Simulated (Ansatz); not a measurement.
A made-up structure of C2HSi, doublet:

```
4
angstrom
C -0.3827 -0.7257 0.6897
Si -1.0329 -0.4458 -1.0140
C 0.3066 0.2252 0.1247
H -0.4365 -1.2371 1.6166
```

It is relaxed with PBE-D4/def2-SVP and then PBE0-D4/def2-TZVP (Ansatz 0.2.0). Atoms count as bonded within 1.22 times the sum of their covalent radii (H–H: 0.88 Å). The end point is not checked to be a true minimum.

(1) Does its bonding change? (Judge from chemistry; the calculation decides.)

## Answers

(1) The calculation gives: No: no bond forms or breaks.

Where it ends: The first stage lowers the energy by 0.11 eV in 5 steps. It ends as C₂HSi ([C]1[CH][Si]1):
C1  (-0.348, -0.700, 0.722)
Si2  (-1.027, -0.442, -1.014)
C3  (0.295, 0.235, 0.080)
H4  (-0.465, -1.277, 1.629)
(Å)

Labels in which every atom is bracketed show which atoms are joined, not bond orders.

For scale, one of the runs: PBE0-D4/def2-TZVP relaxation, 105 basis functions, launched by `ansatz run in.yaml --threads 2 --pin off --events-out ev --progress --plain --max-ram 4352MiB`. Hardware: 2 CPU threads of an Arm Neoverse V2, shared host. Wall time about 11 s.
